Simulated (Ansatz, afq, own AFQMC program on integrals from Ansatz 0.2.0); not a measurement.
## AlSiH₃, singlet → AlSiH$_{3}$⁺, doublet

```xyz
5

Si   -1.1719    0.0063    0.0220
Al    1.4166   -0.0076   -0.0266
H    -1.7486    1.3889    0.0076
H    -1.7365   -0.6584    1.2401
H    -1.7815   -0.7021   -1.1488
```

Connectivity, by distances: SiH3–Al.

E(doublet, charge +1) − E(singlet, charge +0) at this geometry, on RHF and UHF determinants.

Basis cc-pVDZ. Noble-gas cores (and the filled d shells of Ga–Kr and In–Xe) are frozen. Ansatz 0.2.0 and our own AFQMC program on the same integrals; the CISD trial comes from CCSD amplitudes, and released means the phaseless constraint is let go. Error bars are statistical, one sigma. The errors of all members are added in quadrature.

No full CI on the walks' own integrals is used here; CCSDT(Q) serves as the reference and is uncertain by about the last step of the cluster series. Each member takes its own surest rung, up to full CI.

The best estimate is CCSD(T) at the basis-set limit (CBS: def2-TZVPP and def2-QZVPP, with their diffuse functions for anions and beside diffuse sets, CCSD(T) itself extrapolated) plus the step from CCSD(T) to CCSDT(Q) in cc-pVDZ. Rows without CBS are in cc-pVDZ, the functionals in def2-TZVP; B2PLYP and the wave-function rows carry a basis error of their own. Core correlation and relativity beyond core potentials are missing, and ± holds the sampling alone.

Cautions: AlSiH₃ (singlet): restricted determinant unstable towards unrestricted (UHF 28 meV lower, ⟨S²⟩ 0.25), its ph-AFQMC/CISD value lies 15 ± 3 meV above CCSDTQ.

```tsv
level	vertical ionization energy (kJ/mol)
PBE0	727.5
CCSD	723.1
MP2	710.0
```

**Question.** From these cheaper values, estimate the vertical ionization energy at the level of the best estimate.

**Answer.** 746.2 kJ/mol (best estimate, highest rung CCSDT(Q)).

```tsv
level	vertical ionization energy (kJ/mol)	error against the best estimate (kJ/mol)
HF	642.6	-103.6
CCSD(T)	725.3	-20.9
CCSDT	725.3	-20.9
CCSDT(Q)	725.5	-20.7
ph-AFQMC/CISD	724.6 ± 0.4	-21.6 ± 0.4
released AFQMC	724.7 ± 0.4	-21.5 ± 0.4
HF/CBS	639.5	-106.7
MP2/CBS	733.2	-13.0
CCSD(T)/CBS	745.9	-0.3
PBE	726.0	-20.2
r2SCAN	719.4	-26.7
B3LYP	733.5	-12.7
wB97M-V	732.5	-13.7
B2PLYP	725.4	-20.8
```

Correlation beyond CCSD(T) adds 0.3 kJ/mol. Going to the basis-set limit adds 20.6 kJ/mol at CCSD(T). The perturbative (T) step is worth +2.2 kJ/mol. The functionals spread over 14.0 kJ/mol; B3LYP and wB97M-V come nearest and r2SCAN is 26.7 kJ/mol too low.

Best estimates are given only where the step beyond CCSD(T) is under 0.3 eV and no member's determinant is very poor (T1 over 0.05, or 0.07 for open shells, ⟨S²⟩ too high by 0.3, two states mixed), so the hardest cases are missing from such tables.

The functionals ran in a triple-zeta set and keep a basis error of their own, a few kJ/mol for each bond in atomization energies and more for double hybrids, so close places among them and the extrapolated levels can swap.

CCSDT and higher add their correlation energy to the determinant of the CCSD(T) run, since their own runs factorise the integrals more tightly (a shift of under 2 meV). Each member of a difference takes its own highest rung, so a best estimate needn't equal the limit plus the step of one row. A walk keeps the symmetry of its determinant, which the program's search chose and which needn't be the lowest solution, so a lower state of the same spin and another symmetry isn't excluded. Released energies are given only where the last usable release times agree within the noise; a slower fall can still hide under it.
